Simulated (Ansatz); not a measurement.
We consider anatase TiO₂ (metastable phase), described by BLYP (Ansatz, a quantum-chemistry and plane-wave program, PAW).

Numerical settings: plane-wave cutoff 520 eV, 12×12×12 k mesh, Fermi–Dirac smearing 0.01 eV, no spin polarisation, scalar-relativistic PAW data made under PBE.

Energies at three volumes about the minimum:

| V (Å³/atom) | E − E_lowest (meV/atom) |
|---|---|
| 11.723 | 2.60 |
| 11.962 | 0.00 |
| 12.201 | 2.43 |

Fit a parabola by hand: where is the minimum, and what is the bulk modulus?

Slopes: (0.00 − 2.60)/(11.962 − 11.723) = -10.879 and (2.43 − 0.00)/(12.201 − 11.962) = 10.167 meV/Å³. Curvature E″ = 2 × (10.167 − (-10.879))/(12.201 − 11.723) = 88.059 meV/Å⁶. From the middle of the first interval, the slope vanishes at V0 = 11.8425 − (-10.879)/88.059 = 11.966 Å³/atom. B = V0 E″ = 11.966 × 88.059 meV/Å³ × 0.1602 GPa per meV/Å³ = 169 GPa. The full Birch–Murnaghan fit to all volumes gives V0 = 11.963 Å³/atom and B0 = 168 GPa.

Shape and atoms are relaxed at each volume.

Note: the bulk modulus comes from volumes at which shape and atoms were relaxed.
